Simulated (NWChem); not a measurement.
## Dipole moment of hydrogen sulfide (H2S)

```
S
H 1 1.3608
H 1 1.3608 2 91.41
```
Charge 0, spin multiplicity 1.

Program: NWChem. Structure: optimised with PBE/def2-SVP, a minimum by its harmonic frequencies.

Basis set: 6-31G*. The CCSD dipole comes from the Λ equations, without orbital relaxation.

The correlated methods keep 5 core orbitals frozen. B3LYP has NWChem's definition, with VWN1-RPA local correlation. The Pople sets run with spherical d functions. Coupled-cluster values serve here as a point of comparison, not as the truth.

```json
[
 {"method": "CCSD", "dipole moment (D)": "1.41"},
 {"method": "PBE", "dipole moment (D)": "(withheld)"},
 {"method": "BHandHLYP", "dipole moment (D)": "1.41"},
 {"method": "B3LYP", "dipole moment (D)": "1.41"},
 {"method": "HF", "dipole moment (D)": "(withheld)"}
]
```

### Question
What belongs in the gaps?

### Answer

- PBE, dipole moment (D): 1.48
- HF, dipole moment (D): 1.37
